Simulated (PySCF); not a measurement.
# What each rung costs, and what it gives

Saddle point of BPNH7, singlet (BNH₄ ([BH2][NH2]) + PH₃ → BPH₄ ([BH2][PH2]) + NH₃ (still joined by a long B–N bond); bonds formed: B1–P6, N2–H5; bonds broken: H5–P6; bonds weakened to dative contacts: B1–N2), PBE0-D4/def2-TZVP structure:

B1  (0.050, -0.738, 0.466)
N2  (1.023, 0.478, 0.683)
H3  (0.584, -1.718, 0.009)
H4  (-0.697, -0.944, 1.389)
H5  (0.246, 1.135, -0.431)
P6  (-0.937, 0.225, -1.003)
H7  (1.998, 0.282, 0.493)
H8  (0.959, 0.919, 1.591)
H9  (-0.937, -0.246, -2.333)
H10  (-2.289, 0.607, -0.865)
(Å)

Barriers are electronic and count from the start structure reached by relaxing down the imaginary mode.

PySCF 2.14 with density fitting (its default auxiliary sets; JK sets also for MP2 and CCSD(T)); basis: as named in each row; cores frozen in the correlated methods. B3LYP uses VWN-RPA correlation. Extrapolation: Hartree–Fock as exp(−7.88 √X), correlation as X^−2.97.

Times are rough, for one single point on 4 threads of a shared host (Arm Neoverse V2).

The estimate by CCSD(T) at an estimated basis limit (MP2 extrapolated from triple and quadruple zeta, plus CCSD(T) − MP2 in triple zeta) is 1.617 eV.

```csv
method,basis,time (s),barrier (eV),method less estimate
HF,STO-3G,under 1,1.997,0.380
B3LYP-D4,6-31G,2,1.452,-0.165
PBE0-D4,def2-SVP,3,1.252,-0.365
PBE-D4,def2-SVP,4,1.090,-0.528
MP2,def2-QZVPP,4,1.525,-0.093
SPW92,def2-TZVPP,8,0.802,-0.815
CCSD(T),def2-SVP,8,1.740,0.123
PBE0-D4,def2-TZVPP,9,1.346,-0.271
BHLYP-D4,def2-TZVPP,9,1.848,0.231
PBE-D4,def2-TZVPP,10,1.188,-0.429
B3LYP-D4,def2-TZVPP,10,1.640,0.023
r2SCAN-D4,def2-TZVPP,24,1.379,-0.238
wB97M-V,def2-TZVPP,150,1.664,0.047
CCSD(T),def2-TZVPP,290,1.671,0.054
```

All methods are single points on the PBE0-D4 structures.

T1 diagnostic: at most 0.013.

Labels in which every atom is bracketed show which atoms are joined, not bond orders.
